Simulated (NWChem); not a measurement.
Atomisation of NO₂

SMILES: [O]N=O
```xyz
3

O     -1.1093     0.0000    -0.1425
N      0.0000     0.0000     0.3257
O      1.1093     0.0000    -0.1425
```
Charge 0, spin multiplicity 2.

All runs are NWChem calculations. Structure: optimised with UPBE/def2-SVP, a minimum by its harmonic frequencies.

Basis set: def2-TZVP. The atomisation energy is electronic alone: no zero-point, thermal, spin-orbit or counterpoise terms. No value is extrapolated to the basis-set limit. Free atoms are single determinants with multiplicities O 3, N 4.

The structure started from a generated list of species. The unpaired electrons of the parent sit in orbitals of symmetry a1 (C2v labels of the run); other states weren't searched. The stability of the SCF solutions was not checked.

### Question
One of these methods gave an atomisation energy of 270.0 kcal/mol. Which?
A) BLYP
B) LDA (SVWN5)
C) PBE
D) PBE0

### Answer
C, PBE. The others give 323.1 (LDA (SVWN5)), 232.9 (PBE0), 254.9 (BLYP).
